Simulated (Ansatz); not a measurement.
Mulliken charges of H2SSi, SMILES `[SiH]S` from ωB97M-V/def2-TZVPP in Ansatz (PBE0-D4/def2-TZVP geometry).

```json
{"atom": "Si1", "x (Å)": "-0.263", "y (Å)": "-1.074", "z (Å)": "0.161", "charge (e)": "0.112"}
{"atom": "S2", "x (Å)": "0.190", "y (Å)": "0.959", "z (Å)": "-0.207", "charge (e)": "-0.186"}
{"atom": "H3", "x (Å)": "1.017", "y (Å)": "-1.191", "z (Å)": "0.981", "charge (e)": "-0.045"}
{"atom": "H4", "x (Å)": "-0.890", "y (Å)": "1.246", "z (Å)": "-0.956", "charge (e)": "0.119"}
```

Problem. By hand: the dipole of these point charges (1 e Å = 4.8032 D).

Solution. Σ q r = (-0.216, -0.097, -0.101) e Å, of length 0.257 e Å = 1.23 D.

Problem. How does the dipole of the full density compare? (Estimate.)

Solution. The calculation gave: (-0.135, -0.018, -0.076) e Å, 0.75 D; the point charges give 1.64 times that, at 16° from its direction.

Point charges leave out the atoms' own dipoles, such as those of lone pairs, and Mulliken's split depends on the basis, so the two needn't agree.
